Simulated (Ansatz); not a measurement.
# CH6BCl: the cost of one run

All numbers below are computed with Ansatz 0.2.0 (RKS B3LYP/def2-SVP).

**1. The system as given**

Bond lengths: C2–H3 1.110 Å, C2–H4 1.110 Å, C2–H5 1.110 Å, B1–Cl6 1.860 Å, B1–H7 1.190 Å. Angles: H3–C2–H4 109.4°, H3–C2–H5 109.4°, H4–C2–H5 109.4°, Cl6–B1–H7 120.0°.

Structure file:

```xyz
9

B     0.0000    0.0000    0.0000
C     0.0000    0.0000    1.9500
H    -0.9996   -0.3092    2.3205
H     0.7676   -0.7111    2.3205
H     0.2320    1.0203    2.3205
Cl    1.6108    0.0000   -0.9300
H    -1.0305    0.0000   -0.5950
H    -0.1908   -1.4011    0.4698
H    -0.1595   -1.1709    1.3616
```

**2. Pulling towards end A**

Springs on the bonds that form and break draw the guess towards this end; the thresholds are loose.

The input, input.yaml:

```yaml
crystal:
  periodic: [false, false, false]
  atoms:
    - { symbol: B, position_ang: [0.0, 0.0, 0.0] }
    - { symbol: C, position_ang: [0.0, 0.0, 1.95] }
    - { symbol: H, position_ang: [-0.9996, -0.3092, 2.3205] }
    - { symbol: H, position_ang: [0.7676, -0.7111, 2.3205] }
    - { symbol: H, position_ang: [0.232, 1.0203, 2.3205] }
    - { symbol: Cl, position_ang: [1.6108, 0.0, -0.93] }
    - { symbol: H, position_ang: [-1.0305, 0.0, -0.595] }
    - { symbol: H, position_ang: [-0.1908, -1.4011, 0.4698] }
    - { symbol: H, position_ang: [-0.1595, -1.1709, 1.3616] }
basis:
  gaussian: { orbitals: def2-SVP }
hamiltonian:
  xc: b3lyp
relax:
  f_tol: 0.15
  max_steps: 25
  restrain:
    - { distance: [0, 7], at: 2.39, k: 30.0 }
    - { distance: [8, 1], at: 2.31, k: 30.0 }
    - { distance: [0, 1], at: 1.6, k: 30.0 }
    - { distance: [8, 7], at: 0.66, k: 30.0 }
```

Launch:

```console
$ ansatz run input.yaml --threads 1 --pin off --max-ram 2048MiB --backend cpu --events-out ev --progress --plain --runs-dir out
```

What time and memory should one allow on 1 thread of Intel Xeon 6975P-C (Granite Rapids), shared host?

About 16 s, with a peak of 0.16 GiB.
